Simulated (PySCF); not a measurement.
# Mg: ionisation energy

Mg [Ne] 3s2 (1S) → Mg⁺ [Ne] 3s1 (2S), as a difference of total energies. All numbers are calculated (PySCF 2.14, the spin-free X2C one-electron Hamiltonian (Gaussian nucleus), in Sapporo-DZP-2012). Correlated levels: valence: [Ne] frozen. The calculations carry no spin-orbit coupling.

```
           method  ionisation energy (eV)  error (eV)
              UHF                   6.618      -1.028
             PBE0                   7.560      -0.086
             TPSS                   7.557      -0.089
    MP2 (valence)                   7.099      -0.547
SCS-MP2 (valence)                   7.195      -0.451
   CCSD (valence)                   7.472      -0.174
```

Reference: 7.646 eV (measured; NIST Atomic Spectra Database, ionization energies).

Errors of the correlated levels include the incompleteness of this basis and the frozen core.

With two correlated electrons CCSD is exact in that space.

The coupled-cluster amplitudes are large for Mg (T1 above 0.03 or a double amplitude above 0.15), so a single reference is strained.
